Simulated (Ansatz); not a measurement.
# C3H9NO2: the cost of one run

Method: RKS PBE0-D4/def2-SVP, in Ansatz 0.2.0.

## (1) Starting point

Bond lengths: C1–C2 1.538 Å, C2–O3 1.451 Å, O3–C4 1.451 Å, C4–N5 1.481 Å, C4–O6 1.374 Å, C1–H7 1.105 Å, C1–H8 1.044 Å, C1–H9 1.140 Å, C2–H10 1.082 Å, C2–H11 1.112 Å, C4–H12 1.043 Å, N5–H13 1.028 Å, N5–H14 1.014 Å, O6–H15 0.967 Å. Angles (14 of 23 angles, heavy atoms first): C1–C2–O3 110.1°, C2–O3–C4 107.5°, O3–C4–N5 102.2°, O3–C4–O6 112.0°, N5–C4–O6 104.8°, C1–C2–H10 109.2°, C1–C2–H11 107.9°, O3–C2–H10 110.4°, O3–C2–H11 110.3°, C2–C1–H7 106.9°, C2–C1–H8 111.2°, C2–C1–H9 106.4°, O3–C4–H12 112.5°, N5–C4–H12 110.4°.

Coordinates:

```xyz
15

C     0.1488   -2.4247    0.0404
C     0.6429   -0.9685    0.0599
O    -0.4780   -0.0597   -0.0938
C     0.0523    1.2914   -0.1017
N    -1.1596    2.1009   -0.3657
O     0.4741    1.6869    1.1444
H    -0.4022   -2.5652   -0.9075
H     0.9447   -3.0947    0.1255
H    -0.6181   -2.5155    0.8793
H     1.3582   -0.8241   -0.7389
H     1.1508   -0.7924    1.0334
H     0.7594    1.4378   -0.8544
H    -1.6948    1.7229   -1.1576
H    -0.8527    3.0308   -0.6308
H    -0.3477    1.9233    1.5969
```

## (2) End point A

Contents of input.yaml:

```yaml
crystal:
  periodic: [false, false, false]
  atoms:
    - { symbol: C, position_ang: [0.1488, -2.4247, 0.0404] }
    - { symbol: C, position_ang: [0.6429, -0.9685, 0.0599] }
    - { symbol: O, position_ang: [-0.478, -0.0597, -0.0938] }
    - { symbol: C, position_ang: [0.0523, 1.2914, -0.1017] }
    - { symbol: "N", position_ang: [-1.1596, 2.1009, -0.3657] }
    - { symbol: O, position_ang: [0.4741, 1.6869, 1.1444] }
    - { symbol: H, position_ang: [-0.4022, -2.5652, -0.9075] }
    - { symbol: H, position_ang: [0.9447, -3.0947, 0.1255] }
    - { symbol: H, position_ang: [-0.6181, -2.5155, 0.8793] }
    - { symbol: H, position_ang: [1.3582, -0.8241, -0.7389] }
    - { symbol: H, position_ang: [1.1508, -0.7924, 1.0334] }
    - { symbol: H, position_ang: [0.7594, 1.4378, -0.8544] }
    - { symbol: H, position_ang: [-1.6948, 1.7229, -1.1576] }
    - { symbol: H, position_ang: [-0.8527, 3.0308, -0.6308] }
    - { symbol: H, position_ang: [-0.3477, 1.9233, 1.5969] }
basis:
  gaussian: { orbitals: def2-SVP }
hamiltonian:
  xc: pbe0
  dispersion: d4
relax:
  f_tol: 0.015
  max_steps: 40
output:
  orbitals: {}
```

Launch:

```console
> ansatz run input.yaml --threads 2 --pin off --max-ram 3072MiB --backend cpu --events-out ev --progress --plain --runs-dir out
```

Q: Estimate wall time and peak memory on 2 threads of Intel Xeon 6975P-C (Granite Rapids), shared host.

About 18 s, with a peak of 0.33 GiB.
